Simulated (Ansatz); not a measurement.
A nudged elastic band was laid between two geometries of Cl + H4OSi (7 atoms, charge 0, multiplicity 2).

All numbers below come from UKS B3LYP/def2-mTZVP (Ansatz 0.2.0).

```
movable images  : 7
climbing image  : yes
spring          : 5.0 eV/Å²
optimiser       : quadratic models (default)
start path      : through a guess of the saddle point
force threshold : 0.05 eV/Å
iteration limit : 60
end points      : relaxed
```

Image 0:

```xyz
7
Properties=species:S:1:pos:R:3
Si 0.006 -0.037 -0.033
H -0.003 0.019 1.573
H 1.410 0.057 -0.471
O -0.788 1.265 -0.655
H -1.745 1.323 -0.544
H -0.631 -1.330 -0.376
Cl -0.100 0.023 3.282
```

Image 8:

```xyz
7
Properties=species:S:1:pos:R:3
Si -0.002 -0.026 -0.178
H 0.000 0.004 2.176
H 1.395 0.066 -0.662
O -0.799 1.283 -0.809
H -1.759 1.323 -0.712
H -0.647 -1.316 -0.554
Cl -0.039 -0.015 3.515
```

(1) Which bonds break or form, and what moves?

(2) What energy profile does the band end with?

(3) What is the geometry of the highest image?

(4) What are the harmonic wavenumbers there?

## Answers

(1) Bonds broken: Si1–H2. Cl + H4OSi becomes ClH + H3OSi.

(2) It converged. The highest image is number 4 of 0 to 8, 0.039 eV above the first end and 0.008 eV above the last; the last end lies 0.031 eV above the first. A vibrational analysis at the climbing image gives one clearly imaginary mode, 156i cm⁻¹: a first-order saddle point.

```tsv
image	path coordinate (Å)	energy (eV)	Si1–H2 (Å)
0	0.00	0.000	1.61
1	0.11	0.001	1.61
2	0.22	0.014	1.69
3	0.32	0.033	1.81
4	0.43	0.039	1.93
5	0.55	0.038	2.05
6	0.67	0.034	2.15
7	0.79	0.032	2.25
8	0.91	0.031	2.35
```

(3) 
```xyz
7
Properties=species:S:1:pos:R:3:forces:R:3
Si -0.011 -0.019 -0.070 -0.02 0.01 0.00
H -0.026 0.018 1.861 0.01 0.00 -0.03
H 1.402 0.069 -0.493 0.00 0.00 -0.01
O -0.794 1.277 -0.732 0.01 -0.01 0.01
H -1.757 1.321 -0.666 0.01 0.00 0.00
H -0.649 -1.316 -0.418 0.00 0.00 0.00
Cl -0.017 -0.029 3.295 -0.01 0.00 0.03
```

(4) 156i, 69, 174, 321, 626, 654, 705, 801, 848, 912, 951, 1046, 2194, 2259, 3838 cm⁻¹.

Time of the run: 2.7 min on 2 threads of Intel(R) Xeon(R) Platinum 8259CL CPU @ 2.50GHz (Skylake/Cascade Lake) (shared host), peak memory 0.22 GiB.
